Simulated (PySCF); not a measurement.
## A thermochemical cycle for HF

PBE0 in PySCF with def2-TZVP on every atom, for the lowest determinant that a PBE0 search found; no spin–orbit coupling. HF, a singlet (closed shell), has De = 5.84 eV to neutral atoms, and HF⁺, a doublet (π ↑), has De = 3.62 eV to H⁺ + F.

The adiabatic ionisation energy of HF, between the minima, is 15.85 eV.

**Question.** Which ionisation energy of the H atom does this level give?

**Answer.** IE(H) = IE(molecule) + De(ion) − De(neutral) = 15.85 + 3.62 − 5.84 = 13.63 eV; the measured value is 13.598 eV (NIST ASD).

For an ion De counts to the pair picked by the measured ionisation energies or electron affinities, which need not be the lowest pair at this level. States were picked by a PBE0 search and need not be the measured ground states.
